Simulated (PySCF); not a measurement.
**Computed data sheet: `O=C(O)/C=C/F`**

C3H3FO2.
Atom-mapped SMILES: `[O:1]=[C:2]([OH:3])/[CH:4]=[CH:5]/[F:6]` (hydrogens: H7 on O3; H8 on C4; H9 on C5)

Geometry (GFN2-xTB, Å), atoms numbered from 1 in this order:
```xyz
9
C3H3FO2 angstrom
O      1.110   -1.244   -0.580
C      0.905   -0.179   -0.057
O      1.887    0.618    0.380
C     -0.421    0.414    0.185
C     -1.516   -0.238   -0.181
F     -2.734    0.252    0.015
H      2.752    0.212    0.212
H     -0.451    1.380    0.663
H     -1.518   -1.208   -0.661
```

Among its groups: carboxylic acid, C=C double bond and C–F bond.

**GFN2-xTB geometry**

```
Point group of the GFN2-xTB geometry                  : Cs
Rotational constants A, B, C of the GFN2-xTB geometry : 10.826, 1.895, 1.613 GHz
```

CAM-B3LYP/def2-SVPD ground state and vertical TDDFT (core frozen in the response) (PySCF):

```
Dipole moment                                                     : 1.17 D
HOMO energy                                                       : -9.74 eV
LUMO energy                                                       : -0.47 eV
HOMO–LUMO gap                                                     : 9.27 eV
Lowest singlet excitation                                         : 5.23 eV (237 nm, f = 0.000)
Strongest line among the 8 lowest singlet transitions             : S2 at 6.37 eV (194 nm, f = 0.306)
Lowest triplet excitation (Tamm–Dancoff)                          : 3.87 eV
Static isotropic polarisability                                   : 45.7 au
Electronic spatial extent ⟨r²⟩ about the centre of nuclear charge : 650 bohr²
```

delta-SCF UKS SCAN, pcX-2 on the ionised atom, pcseg-1 elsewhere, spin-free X2C (PySCF):

```
Core binding energies : C1s 291.4 (C4), C1s 293.8 (C5), C1s 295.1 (C2), O1s 537.8 (O1), O1s 540.2 (O3), F1s 693.8 (F6) eV
```

Monoisotopic mass (most abundant isotopes): 90.0117 u.

The vertical singlet–triplet gap S1 − T1 is 1.36 eV (TDDFT singlet less Tamm–Dancoff triplet; S1: HOMO−1→LUMO, weight 0.93; T1: HOMO→LUMO, weight 0.94). The largest Löwdin shares of the LUMO are 0.29 on C5, 0.19 on C2, 0.17 on C4 and 0.13 on O1. The rotational constants make it an asymmetric top with κ = (2B − A − C)/(A − C) = -0.94, nearer the prolate limit (−1). The largest Löwdin shares of the HOMO are 0.35 on C4, 0.26 on C5, 0.14 on F6 and 0.13 on O1. In atomic units the dipole is 0.46 e·bohr (1 au = 2.5417 D). S1 lies 4.04 eV below the HOMO–LUMO gap; its leading configuration is HOMO−1→LUMO, weight 0.93. The polarisability is 6.77 Å³ as a volume (1 au = 0.148185 Å³), or 0.99 au for each of the 46 electrons. In wavenumbers S1 is 42200 cm⁻¹ (1 eV = 8065.54 cm⁻¹).

One conformer (not necessarily the lowest) at the GFN2-xTB geometry, without solvent, vibrations or thermal averaging.
